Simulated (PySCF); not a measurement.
**NH₃, singlet: reading a ladder of total energies**

Geometry: MP2(full)/6-31G*, from the G2/97 set.

```tsv
atom	x (Å)	y (Å)	z (Å)
N	0.0000	0.0000	0.0689
H	0.0000	0.9397	-0.3194
H	0.8138	-0.4699	-0.3194
H	-0.8138	-0.4699	-0.3194
```

Basis STO-3G; PySCF 2.14.0. Only valence electrons are correlated (noble-gas cores frozen), which leaves 8 electrons in 7 orbitals. Prefix R: restricted or restricted open-shell reference.

Full CI isn't at hand for all of this; RCCSDT(Q) serves as the reference, and is uncertain by about the last step of the cluster series.

```tsv
level	total energy (hartree)
RHF	-55.454561
RMP2	-55.502094
RCCSD	-55.520059
RCCSD(T)	-55.520180
RCCSDT	-55.520229
RCCSDT(Q)	-55.520267
```

Question: What is the correlation energy at RCCSDT(Q), and what share of it do RMP2 and RCCSD(T) recover?

Answer: E(corr) = -55.520267 − (-55.454561) = -0.065706 hartree = -1.788 eV. RMP2: -0.047533 / -0.065706 = 72.34 %. RCCSD(T): -0.065619 / -0.065706 = 99.87 %.

Question: By how many kcal/mol does RCCSD(T) miss RCCSDT(Q) (1 hartree = 627.509 kcal/mol), and which steps make up the rest?

Answer: -55.520180 − (-55.520267) = 0.000087 hartree = 0.05 kcal/mol. Steps: RCCSDT − RCCSD(T) = -0.03, RCCSDT(Q) − RCCSDT = -0.02 kcal/mol. That is within 1 kcal/mol of the reference in this basis, which itself misses far more of the correlation at the basis-set limit.
